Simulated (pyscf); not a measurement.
Thermochemistry of product channels of HO–AsH–OH (SMILES O[AsH]O) + AsH₃ (SMILES [AsH3]) on the singlet surface, in kJ/mol, from ωB97M-D3(BJ)/def2-TZVP energies (ideal gas, 1 atm, RRHO with modes under 100 cm⁻¹ raised to 100, one conformer, R ln 2 for chiral ones without a mode under 150 cm⁻¹). Structures and frequencies: ωB97X-D3(BJ)/def2-SVP in PySCF.

| products | ΔE | ΔH(298 K) | ΔG(298 K) | ΔG(900 K) |
|---|---|---|---|---|
| HO–As(OH)–AsH₂ (SMILES O[As](O)[AsH2]) + H₂ (SMILES [H][H]) | ___ | -19.2 | -9.1 | +2.2 |
| HO–AsH–O–AsH₂ (SMILES O[AsH]O[AsH2]) + H₂ (SMILES [H][H]) | ___ | +35.6 | +47.3 | +64.6 |

Fill in the missing entries.


- HO–As(OH)–AsH₂ (SMILES O[As](O)[AsH2]) + H₂ (SMILES [H][H]), ΔE: -13.0
- HO–AsH–O–AsH₂ (SMILES O[AsH]O[AsH2]) + H₂ (SMILES [H][H]), ΔE: +46.7

These are energies of the channels, which say nothing of barriers. Elements up to Kr have no core potential and no relativistic terms here.
